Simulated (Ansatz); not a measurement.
Mulliken charges of `[AlH]1[SiH2][S]1` from ωB97M-V/def2-TZVPP in Ansatz (PBE0-D4/def2-TZVP geometry).

| atom | x (Å) | y (Å) | z (Å) | charge (e) |
| --- | --- | --- | --- | --- |
| Al1 | -1.022 | -0.745 | -0.595 | 0.259 |
| Si2 | 0.854 | 0.186 | 0.398 | 0.111 |
| S3 | -0.918 | 1.375 | -0.142 | -0.272 |
| H4 | -2.078 | -1.715 | -1.240 | -0.054 |
| H5 | 2.076 | 0.628 | -0.325 | -0.022 |
| H6 | 1.130 | 0.208 | 1.858 | -0.022 |

**Question.** By hand: the dipole of these point charges (1 e Å = 4.8032 D).

**Answer.** Σ q r = (0.121, -0.472, -0.038) e Å, of length 0.489 e Å = 2.35 D.

**Question.** How does the dipole of the full density compare? (An estimate is asked.)

**Answer.** Ansatz gave: (-0.001, -0.421, -0.081) e Å, 2.06 D; the point charges give 1.14 times that, at 16° from its direction.

Point charges leave out the atoms' own dipoles, such as those of lone pairs, and Mulliken's split depends on the basis, so the close match here is no proof of good charges.
